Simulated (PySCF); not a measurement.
## SiH under electron impact: the energy ladder

PBE in PySCF with def2-TZVPPD on every atom, for the lowest determinant that a PBE0 search found; no spin–orbit coupling.

```tsv
species	state (unpaired electrons)	Re (Å)	ωe (cm⁻¹)	energy of the minimum from the neutral (eV)	De (eV)	dissociates to
SiH	doublet (π ↑)	1.544	1952	0.00	3.12	Si + H
SiH⁺	singlet (closed shell)	1.533	2047	8.05	3.27	Si⁺ + H
SiH⁻	triplet (π ↑↑)	1.572	1771	-1.18	3.08	Si⁻ + H
```

Task: Work out the lowest energy to break SiH into atoms, from its vibrational ground state.

Result: D0 = De − ωe/2 = 3.12 − 0.12 = 3.00 eV (PBE/def2-TZVPPD).

Task: Work out the ionisation energy of the Si atom at this level and the threshold of dissociative ionisation.

Result: IE(Si) = 8.05 + 3.27 − 3.12 = 8.20 eV, so Si⁺ + H + e⁻ appears at D0 + IE(Si) = 11.20 eV (PBE/def2-TZVPPD). The measured IE(Si) is 8.152 eV (NIST ASD).

Task: Work out the electron affinity of the Si atom and the threshold of dissociative attachment.

Result: EA(Si) = 3.12 − 3.08 − (-1.18) = 1.22 eV, so Si⁻ + H needs D0 − EA(Si) = 1.78 eV (PBE/def2-TZVPPD). The measured EA(Si) is 1.39 eV.

These are thermodynamic thresholds; the onsets seen under electron impact lie higher where the geometry changes, and cross-sections peak well above them.

For an ion De counts to the pair picked by the measured ionisation energies or electron affinities, which need not be the lowest pair at this level. The highest Kohn–Sham level is positive in this anion. Much of that is self-interaction error, but it also means that the finite basis helps to hold the extra electron. States were picked by a PBE0 search and need not be the measured ground states.
